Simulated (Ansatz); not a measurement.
**doublet CH8BN+ at 6 levels**

Aim: a comparison of 6 runs (UHF/3-21G, UHF/cc-pVDZ, U-wB97M-V/cc-pVDZ, UB3LYP/cc-pVDZ, UBLYP/cc-pVDZ, RPA@PBE0/cc-pVDZ) of doublet CH8BN+. 

Program for the calculation: Ansatz 0.2.0.

64 further runs of the same task are left out: 2 that didn't finish, 62 set aside as unsound or not needed.

### 1 The molecule

The species is CH8BN+ (11 atoms), meant as a doublet with charge +1. As SMILES of the parent species, `[BH3-][NH2+]C`. Geometry: relaxed at PBE0-D4/def2-TZVP. That shape belongs to the parent species and isn't relaxed for this state.

Bond lengths: B1–N2 1.626 Å, N2–C3 1.469 Å, B1–H4 1.214 Å, B1–H5 1.214 Å, B1–H6 1.214 Å, N2–H7 1.016 Å, N2–H8 1.016 Å, C3–H9 1.089 Å, C3–H10 1.089 Å, C3–H11 1.092 Å. Some angles: B1–N2–C3 114.0°, B1–N2–H7 108.2°, B1–N2–H8 108.2°, C3–N2–H7 109.9°, C3–N2–H8 109.9°, N2–B1–H4 105.5°, N2–B1–H5 105.4°, N2–B1–H6 105.4°, N2–C3–H9 108.2°, N2–C3–H10 108.2°.

### 2 A single-point energy at UHF/3-21G (run 1)

The input, in.yaml:

```yaml
crystal:
  periodic: [false, false, false]
  atoms:
    - symbol: B
      position_ang: [-0.828400, 1.032000, -0.205100]
    - symbol: "N"
      position_ang: [-0.349500, -0.497500, 0.070800]
    - symbol: C
      position_ang: [1.107800, -0.661100, 0.155200]
    - symbol: H
      position_ang: [-2.040900, 0.991000, -0.245400]
    - symbol: H
      position_ang: [-0.325100, 1.341700, -1.265700]
    - symbol: H
      position_ang: [-0.402900, 1.677500, 0.731200]
    - symbol: H
      position_ang: [-0.783500, -0.815200, 0.932300]
    - symbol: H
      position_ang: [-0.721000, -1.084700, -0.669900]
    - symbol: H
      position_ang: [1.475700, -0.024100, 0.957600]
    - symbol: H
      position_ang: [1.543500, -0.317100, -0.781300]
    - symbol: H
      position_ang: [1.389800, -1.699400, 0.341100]
basis:
  gaussian:
    orbitals: 3-21G.json
total_charge: 1
magnetization:
  spin_polarized: true
  initial_magnetization: 1
hamiltonian:
  xc: hf
accuracy: high
output: {orbitals: {seedname: orbitals}}
```

The basis set 3-21G is read from a file made from the Basis Set Exchange's data (not shown).

On the command line:

```
$ ansatz run in.yaml --threads 1 --pin off --max-ram 3480MiB --events-out events.jsonl --progress --plain --runs-dir runs
```

Standard output:

```text
Warning: RAYON_NUM_THREADS=1 ignored (pool sized by the plan → 1); use --threads N
Functional definition: HF
  name "HF"
  exchange = exact_x
  correlation = 0
1079 factors; integrals over basis functions are off by at most 3.9e-9 eV
mean field evaluation 1: about -3279.4286 eV, gradient 2.2e1 eV
mean field evaluation 2: about -3279.7504 eV, gradient 2.2e1 eV
mean field evaluation 4: about -3282.2028 eV, gradient 2.4e0 eV
mean field evaluation 8: about -3282.2714 eV, gradient 4.3e-1 eV
mean field evaluation 16: about -3282.2800 eV, gradient 2.3e-5 eV
mean field evaluation 32: about -3282.2486 eV, gradient 4.8e-2 eV
mean field evaluation 64: about -3282.2482 eV, gradient 5.0e-2 eV
mean field evaluation 96: about -3282.2434 eV, gradient 2.5e-1 eV
mean field evaluation 128: about -3282.2642 eV, gradient 1.6e-7 eV
mean field evaluation 160: about -3282.2800 eV, gradient 1.3e-5 eV
mean field -3282.27997890 eV, -120.6215644154 hartree, gradient 3.8e-8 eV, S^2 0.761807; 3 other end points of the search recorded, 0 dependent functions left out
reference -3282.27997890 eV, -120.6215644154 hartree; 13, 12 occupied and 30, 31 virtual orbitals, 1079 factors
Total energy: -3282.27997890 eV, -120.6215644154 hartree
```

Wall time 1.6 s (1 thread of Arm Neoverse V2, shared host); peak memory 0.1 GiB.

### 3 The energy at UHF/cc-pVDZ (run 2)

The input, molecule.yaml:

```yaml
crystal:
  periodic: [false, false, false]
  atoms:
    - {symbol: B, position_ang: [-0.828400, 1.032000, -0.205100]}
    - {symbol: "N", position_ang: [-0.349500, -0.497500, 0.070800]}
    - {symbol: C, position_ang: [1.107800, -0.661100, 0.155200]}
    - {symbol: H, position_ang: [-2.040900, 0.991000, -0.245400]}
    - {symbol: H, position_ang: [-0.325100, 1.341700, -1.265700]}
    - {symbol: H, position_ang: [-0.402900, 1.677500, 0.731200]}
    - {symbol: H, position_ang: [-0.783500, -0.815200, 0.932300]}
    - {symbol: H, position_ang: [-0.721000, -1.084700, -0.669900]}
    - {symbol: H, position_ang: [1.475700, -0.024100, 0.957600]}
    - {symbol: H, position_ang: [1.543500, -0.317100, -0.781300]}
    - {symbol: H, position_ang: [1.389800, -1.699400, 0.341100]}
basis:
  gaussian:
    orbitals: cc-pVDZ
total_charge: 1
magnetization:
  spin_polarized: true
  initial_magnetization: 1
hamiltonian:
  xc: hf
accuracy: high
output:
  orbitals: {seedname: orbitals}
```

On the command line:

```
$ ansatz run molecule.yaml --threads 1 --pin off --max-ram 3480MiB --events-out events.jsonl --progress --plain --runs-dir runs
```

Standard output:

```text
Warning: RAYON_NUM_THREADS=1 ignored (pool sized by the plan → 1); use --threads N
[... 4 set-up lines as earlier in the session ...]
2050 factors; integrals over basis functions are off by at most 3.4e-9 eV
mean field evaluation 1: about -3296.7141 eV, gradient 2.7e1 eV
mean field evaluation 2: about -3296.8508 eV, gradient 2.7e1 eV
mean field evaluation 4: about -3300.6405 eV, gradient 2.9e0 eV
mean field evaluation 8: about -3300.7488 eV, gradient 2.5e-1 eV
mean field evaluation 16: about -3300.7533 eV, gradient 1.4e-7 eV
mean field evaluation 32: about -3300.7173 eV, gradient 5.9e-2 eV
mean field evaluation 64: about -3300.7155 eV, gradient 5.1e-2 eV
mean field evaluation 96: about -3300.7384 eV, gradient 7.9e-5 eV
mean field evaluation 128: about -3300.7508 eV, gradient 1.9e-1 eV
mean field evaluation 160: about -3300.7533 eV, gradient 6.7e-8 eV
mean field -3300.75330689 eV, -121.3004466974 hartree, gradient 2.1e-8 eV, S^2 0.763387; 3 other end points of the search recorded, 0 dependent functions left out
reference -3300.75330689 eV, -121.3004466974 hartree; 13, 12 occupied and 69, 70 virtual orbitals, 2050 factors
Total energy: -3300.75330689 eV, -121.3004466974 hartree
```

Run time: 8.1 s. Hardware: 1 thread of Arm Neoverse V2, shared host; peak memory 0.25 GiB.

Runs 3 to 4 aren't shown in full; the table further down has their settings and results.

### 4 The energy at UBLYP/cc-pVDZ (run 5)

Edit molecule.yaml of step 3 so:

```diff
@@ -4,3 +4,3 @@
     - {symbol: B, position_ang: [-0.828400, 1.032000, -0.205100]}
-    - {symbol: "N", position_ang: [-0.349500, -0.497500, 0.070800]}
+    - {symbol: N, position_ang: [-0.349500, -0.497500, 0.070800]}
     - {symbol: C, position_ang: [1.107800, -0.661100, 0.155200]}
@@ -15,12 +15,7 @@
 basis:
-  gaussian:
-    orbitals: cc-pVDZ
+  gaussian: {orbitals: cc-pVDZ}
 total_charge: 1
-magnetization:
-  spin_polarized: true
-  initial_magnetization: 1
-hamiltonian:
-  xc: hf
+magnetization: {spin_polarized: true, initial_magnetization: 1}
+hamiltonian: {xc: {name: BLYP}}
 accuracy: high
-output:
-  orbitals: {seedname: orbitals}
+output: {orbitals: {seedname: orbitals}}
```

On the command line:

```
$ ansatz run molecule.yaml --threads 1 --pin off --max-ram 3480MiB --events-out events.jsonl --progress --plain --runs-dir runs
```

Standard output:

```text
Warning: RAYON_NUM_THREADS=1 ignored (pool sized by the plan → 1); use --threads N
Functional definition: BLYP
  name "BLYP"
  parameter beta = 0.0042
  parameter a = 0.04918
  parameter b = 0.132
  parameter c = 0.2533
  parameter d = 0.349
  exchange = b88_x(beta = beta)
  correlation = lyp_c(a = a, b = b, c = c, d = d)
2050 factors; integrals over basis functions are off by at most 3.4e-9 eV
mean field evaluation 1: about -3305.9413 eV, gradient 5.8e1 eV
mean field evaluation 2: about -3265.8244 eV, gradient 1.0e2 eV
mean field evaluation 4: about -3320.1221 eV, gradient 1.3e1 eV
mean field evaluation 8: about -3321.2653 eV, gradient 5.9e0 eV
mean field evaluation 16: about -3321.5883 eV, gradient 1.6e-5 eV
mean field evaluation 32: about -3321.5926 eV, gradient 9.8e-8 eV
mean field evaluation 64: about -3321.5438 eV, gradient 1.7e0 eV
mean field -3321.59257481 eV, -122.0662756679 hartree, gradient 2.2e-8 eV, S^2 0.753413; 12 other end points of the search recorded, 0 dependent functions left out
reference -3321.59262811 eV, -122.0662776269 hartree; 13, 12 occupied and 69, 70 virtual orbitals, 2050 factors
Total energy: -3321.59262811 eV, -122.0662776269 hartree
```

Run time: 27 s. Hardware: 1 thread of Arm Neoverse V2, shared host; peak memory 0.28 GiB.

### 5 A single-point energy at RPA@PBE0/cc-pVDZ (run 6)

The input, job.yaml:

```yaml
crystal:
  periodic: [false, false, false]
  atoms:
    - {symbol: B, position_ang: [-0.828400, 1.032000, -0.205100]}
    - {symbol: "N", position_ang: [-0.349500, -0.497500, 0.070800]}
    - {symbol: C, position_ang: [1.107800, -0.661100, 0.155200]}
    - {symbol: H, position_ang: [-2.040900, 0.991000, -0.245400]}
    - {symbol: H, position_ang: [-0.325100, 1.341700, -1.265700]}
    - {symbol: H, position_ang: [-0.402900, 1.677500, 0.731200]}
    - {symbol: H, position_ang: [-0.783500, -0.815200, 0.932300]}
    - {symbol: H, position_ang: [-0.721000, -1.084700, -0.669900]}
    - {symbol: H, position_ang: [1.475700, -0.024100, 0.957600]}
    - {symbol: H, position_ang: [1.543500, -0.317100, -0.781300]}
    - {symbol: H, position_ang: [1.389800, -1.699400, 0.341100]}
basis:
  gaussian: {orbitals: cc-pVDZ}
total_charge: 1
accuracy: high
hamiltonian: {xc: {name: PBE0}}
correlation: {method: rpa, frozen_orbitals: {B: 1, C: 1, H: 0, "N": 1}}
magnetization: {spin_polarized: true, initial_magnetization: 1}
```

On the command line:

```
$ ansatz run job.yaml --threads 1 --pin off --max-ram 3480MiB --events-out events.jsonl --progress --plain --runs-dir runs
```

Standard output:

```text
Warning: RAYON_NUM_THREADS=1 ignored (pool sized by the plan → 1); use --threads N
Functional definition: PBE0
  name "PBE0"
  parameter a = 0.25
  parameter kappa = 0.804
  parameter beta = 0.06672455060314922
  exchange = (1 - a)*pbe_x(kappa = kappa, mu = beta*pi^2/3) + a*exact_x
  correlation = pbe_c(beta = beta)
2050 factors; integrals over basis functions are off by at most 3.4e-9 eV
mean field evaluation 1: about -3309.8241 eV, gradient 4.6e1 eV
mean field evaluation 2: about -3310.0890 eV, gradient 4.6e1 eV
mean field evaluation 4: about -3318.8483 eV, gradient 1.0e1 eV
mean field evaluation 8: about -3319.4531 eV, gradient 4.4e-1 eV
mean field evaluation 16: about -3319.4560 eV, gradient 2.7e-3 eV
mean field evaluation 32: about -3319.4560 eV, gradient 2.9e-6 eV
mean field evaluation 64: about -3319.4503 eV, gradient 1.2e-6 eV
mean field -3319.45596430 eV, -121.9877566799 hartree, gradient 5.0e-8 eV, S^2 0.756330; 6 other end points of the search recorded, 0 dependent functions left out
3 core orbitals not correlated: weight in the atoms' cores, before any rotation towards them, 1.000 or more for the frozen orbitals, at most 0.000 for the correlated occupied ones
reference -3300.26971665 eV, -121.2826750838 hartree; 10, 9 occupied and 69, 70 virtual orbitals, 2050 factors
Total energy: -3318.40532773 eV, -121.9491464983 hartree
```

Run time: 57 s. Hardware: 1 thread of Arm Neoverse V2, shared host; peak memory 0.44 GiB.

### 6 Overview of the runs

```
run              level  frozen core orbitals  energy (Eh)  HOMO energy (eV)  LUMO energy (eV)   ⟨S²⟩  wall time
  1          UHF/3-21G                     –  -120.621564            -18.35             -8.49  0.762      1.6 s
  2        UHF/cc-pVDZ                     –  -121.300447            -18.28             -8.28  0.763      8.1 s
  3  U-wB97M-V/cc-pVDZ                     –  -122.048703            -17.40            -10.83  0.754    5.3 min
  4     UB3LYP/cc-pVDZ                     –  -122.149451            -14.87            -13.11  0.755       40 s
  5      UBLYP/cc-pVDZ                     –  -122.066278            -13.65                 –  0.753       27 s
  6   RPA@PBE0/cc-pVDZ                     3  -121.949146                 –                 –  0.756       57 s
```

### 7 Results

```
                                quantity          value
                     run 6: total energy  -121.94915 Eh
 run 6: RPA correlation energy (valence)     -666.5 mEh
run 6: ⟨S²⟩ of the reference determinant          0.756
```

**Reading.** Totals of different functionals can't be ranked against each other. All runs together took 7.5 min, the longest 5.3 min.
